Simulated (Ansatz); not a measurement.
A made-up structure of Mg$_{2}$HF, closed shell:

```
4
angstrom
F 0.3051 -0.5086 3.1172
Mg 0.1360 -0.2245 1.3826
Mg -0.1384 0.2287 -1.4075
H 1.2017 -1.5569 1.6008
```

It is relaxed with PBE-D4/def2-SVP and then PBE0-D4/def2-TZVP (Ansatz 0.2.0). Atoms count as bonded within 1.22 times the sum of their covalent radii (H–H: 0.88 Å). The end point is not checked to be a true minimum.

(1) Does its bonding change? (Judge from chemistry; the calculation decides.)

Results:

(1) Computed: Yes. Formed: F1–Mg3; broken: none.

Where it ends: The first stage lowers the energy by 2.15 eV in 20 steps. It ends as Mg₂HF ([F]1[Mg][MgH]1):
```tsv
atom	x (Å)	y (Å)	z (Å)
F1	-0.3554	0.3689	1.7044
Mg2	0.7989	-1.0456	1.3280
Mg3	-0.7476	0.9324	-0.1599
H4	1.8086	-2.3171	1.8205
```

Labels in which every atom is bracketed show which atoms are joined, not bond orders.

For scale, one of the runs: PBE0-D4/def2-TZVP relaxation, 101 basis functions, launched by `ansatz run in.yaml --threads 2 --pin off --events-out ev --progress --plain --max-ram 4352MiB`. Hardware: 2 CPU threads of an Arm Neoverse V1, shared host. Wall time about 8 s.
